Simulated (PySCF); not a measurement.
s-BuOMe, C5H12O.
Atom-mapped SMILES: `[CH3:1][CH2:2][C@H:3]([CH3:4])[O:5][CH3:6]` (hydrogens: H7, H8, H9 on C1; H10, H11 on C2; H12 on C3; H13, H14, H15 on C4; H16, H17, H18 on C6)

Method: PBE0-D3(BJ)/def2-TZVP geometry optimisation, gas phase (PySCF); density fitting, grid level 2; the optimiser is geomeTRIC in internal coordinates, started from a GFN2-xTB structure with every atom displaced at random (about 0.01 Å).

Step 0: E = -7421.9217 eV
```
atom  x, y, z in Å  |  force x, y, z in eV/Å
C1     -1.9919   -1.0117    0.1241   -1.108   1.986  -0.124
C2     -1.3911    0.2797   -0.4429    0.378  -0.441   0.809
C3      0.0991    0.3490   -0.1708    1.062   0.451   0.120
C4      0.7124    1.7355   -0.5152   -2.998  -0.675  -0.441
O5      0.7207   -0.6831   -0.9422   -0.368   0.306   0.275
C6      1.9950   -1.0640   -0.5069   -0.151   0.484   0.365
H7     -3.0550   -1.0434   -0.1475    0.133  -0.211   0.144
H8     -1.9143   -1.0014    1.1996    0.002  -0.136   0.492
H9     -1.5052   -1.8518   -0.2640    0.769  -1.357  -0.603
H10    -1.5281    0.3103   -1.5120   -0.128   0.138  -0.529
H11    -1.8748    1.1593    0.0029    0.042  -0.138  -0.128
H12     0.3059    0.1518    0.9150   -0.220   0.008  -0.558
H13     0.4650    1.9591   -1.5705    0.385  -0.034   0.385
H14     1.7343    1.7793   -0.3262    1.874   0.087   0.203
H15     0.1948    2.4820    0.0997    0.205   0.016  -0.045
H16     2.2773   -1.9077   -1.1137    0.233  -0.380  -0.202
H17     2.7473   -0.2650   -0.6368   -0.156  -0.158   0.045
H18     1.9812   -1.3658    0.5569    0.044   0.055  -0.207
```

**Question.** Estimate the geometry and energy of step 1. (The exact step hangs on the optimiser's Hessian estimate; all steps are aligned on step 0, rigid shifts and turns removed.)

**Answer.** E = -7422.0824 eV, largest force 0.570 eV/Å
```
atom  x, y, z in Å  |  force x, y, z in eV/Å
C1     -2.0415   -0.9967    0.0931    0.201  -0.216  -0.132
C2     -1.3884    0.2805   -0.3993    0.027   0.046  -0.039
C3      0.1041    0.3431   -0.1214   -0.087  -0.002  -0.084
C4      0.6923    1.6888   -0.5125    0.485  -0.153   0.257
O5      0.6815   -0.7232   -0.8513    0.086  -0.011   0.071
C6      2.0060   -1.0242   -0.5113    0.013   0.017  -0.191
H7     -3.0965   -1.0342   -0.1798   -0.053   0.009   0.001
H8     -1.9720   -1.0811    1.1808    0.005  -0.028   0.010
H9     -1.5425   -1.8693   -0.3532   -0.149   0.199   0.155
H10    -1.5227    0.3711   -1.4845   -0.001   0.038   0.063
H11    -1.8616    1.1562    0.0560   -0.013  -0.011  -0.003
H12     0.2804    0.1722    0.9554   -0.007  -0.014  -0.029
H13     0.5476    1.8674   -1.5756   -0.009   0.029  -0.162
H14     1.7737    1.7369   -0.2896   -0.416   0.009  -0.119
H15     0.2087    2.4894    0.0459   -0.043   0.068   0.044
H16     2.2759   -1.9348   -1.0517   -0.021   0.030   0.077
H17     2.7025   -0.2330   -0.8176    0.011  -0.003   0.048
H18     2.1247   -1.1971    0.5662   -0.031  -0.009   0.033
```

The energy changes by -0.1607 eV. The first-order estimate −F·Δx gives -0.3964 eV and the mean of the old and new forces, exact on a quadratic surface, -0.1709 eV. The step makes an angle of 79° with the force vector and moves no atom by more than 0.222 Å.

The cost below is that of the whole optimisation. Hardware: 2 threads, AMD EPYC (x86_64), shared host. Cost: 5.9 min wall, 12 min CPU, 1.5 GiB resident at most.
